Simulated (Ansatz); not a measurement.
A calculation on bcc V returned lattice constant a 2.916 Å, bulk modulus 211 GPa.

For reference: lattice constant a 3.021 Å (measured, static lattice: zero-point anharmonic expansion removed; as tabulated in Mejia-Rodriguez and Trickey (2018), arXiv:1807.09216); bulk modulus 161 GPa (measured, corrected for temperature and zero-point phonon effects, our sources range from 159 to 166; as tabulated in Levämäki et al. (2014), arXiv:1402.3671).

### Question
Which level of theory produced these numbers?
A. r²SCAN0 (Ansatz, an electronic-structure program)
B. r²SCANh (Ansatz)
C. PBEsol-D3(BJ) (Ansatz)
D. PBEsol (Ansatz)

### Answer
C, PBEsol-D3(BJ) (Ansatz)

The others give: r²SCANh 2.968 Å, 203 GPa; PBEsol 2.959 Å, 197 GPa; r²SCAN0 2.957 Å, 211 GPa.

Unless a cell is named, each level is at its own relaxed cell (PBEsol 12.95, PBEsol-D3(BJ) 12.40, r²SCAN0 12.93, r²SCANh 13.08 Å³/atom).

The crystal itself was run without spin with r²SCANh, PBEsol, r²SCAN0, PBEsol-D3(BJ); a magnetic state was not tried in these runs.

Ansatz's density-functional and Hartree–Fock values are scalar-relativistic unless marked +SOC, with PAW data made under PBE.
